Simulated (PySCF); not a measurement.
**The electron affinity along the third row**

All values are computed (PySCF 2.14, energy differences of UHF-based or UKS calculations, no spin-orbit coupling). Values in eV. The last column holds reference values (measured affinities from photodetachment; the arrow runs from anion to atom). Unmarked ones compare directly (S terms, centres of terms, or small fine structure); those marked * lie between the lowest fine-structure levels and include a spin-orbit shift.

| element | configurations | UHF | LDA | PBE | SCS-MP2 (valence) | CCSD (valence) | CCSDT (valence) | reference |
| --- | --- | --- | --- | --- | --- | --- | --- | --- |
| Al (aug-cc-pVDZ-DK, spin-free X2C) | [Ne] 3s2 3p2 → [Ne] 3s2 3p1 | 0.016 | 0.633 | 0.578 | 0.215 | 0.329 | 0.370 | 0.433 * |
| Si (aug-cc-pVDZ-DK, spin-free X2C) | [Ne] 3s2 3p3 → [Ne] 3s2 3p2 | 0.858 | 1.587 | 1.491 | 1.140 | 1.252 | 1.288 | 1.390 * |
| P (aug-cc-pVDZ-DK, spin-free X2C) | [Ne] 3s2 3p4 → [Ne] 3s2 3p3 | -0.377 | 0.987 | 0.834 | 0.291 | 0.298 | 0.362 | 0.747 * |
| S (aug-cc-pVDZ-DK, spin-free X2C) | [Ne] 3s2 3p5 → [Ne] 3s2 3p4 | 0.907 | 2.383 | 2.166 | 1.762 | 1.721 | 1.778 | 2.077 * |
| Cl (aug-cc-pVDZ-DK, spin-free X2C) | [Ar] → [Ne] 3s2 3p5 | 2.455 | 3.951 | 3.688 | 3.445 | 3.367 | 3.416 | 3.613 * |

The highest occupied level of the anion is positive for Al⁻ at LDA, PBE; Si⁻ at LDA, PBE; P⁻ at LDA, PBE; S⁻ at LDA, PBE; Cl⁻ at LDA, PBE, so there the basis helps to hold the electron.

"Valence" correlates the outer s and p shells and, in groups 3 to 12 and the f block, the outer d or f shell, open or full, or the next shell where the ion has no valence electron left; the wider scheme adds the next inner shell.
